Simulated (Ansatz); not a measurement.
## Ansatz (development build ahead of 0.2.0) run

```yaml
crystal:
  periodic: [false, false, false]
  atoms:
    - { symbol: "N", position_ang: [0.0, 0.0, 0.0] }
    - { symbol: "N", position_ang: [0.0, 0.0, 1.52] }
basis:
  gaussian: { orbitals: def2-SVP }
total_charge: 1
magnetization:
  initial_magnetization: 1
hamiltonian:
  xc: hf
correlation:
  method: mp2
  frozen_orbitals: { "N": 1 }
output:
  forces: true
```

The input is written out in the form of the current development build from the run's settings. Correlation on restricted open-shell orbitals is semicanonical, with singles.

Output:

```
Converged                       : yes
Reference energy                : -108.11637 hartree
Correlation energy              : -0.28125 hartree
Total energy                    : -108.39762 hartree
Spin squared of the determinant : 0.750
Stability test                  : minimum among restricted orbitals
```

Forces (eV/Å):
| atom | Fx | Fy | Fz |
| --- | --- | --- | --- |
| N1 | 0.000 | 0.000 | 15.482 |
| N2 | 0.000 | 0.000 | -15.482 |

Caution: bonds are stretched, where a single reference can fail; an unrestricted determinant lies well below; other determinants can give a lower correlated total; forces differ strongly between restricted and unrestricted references; MP2 on this radical cation hangs on the determinant chosen.
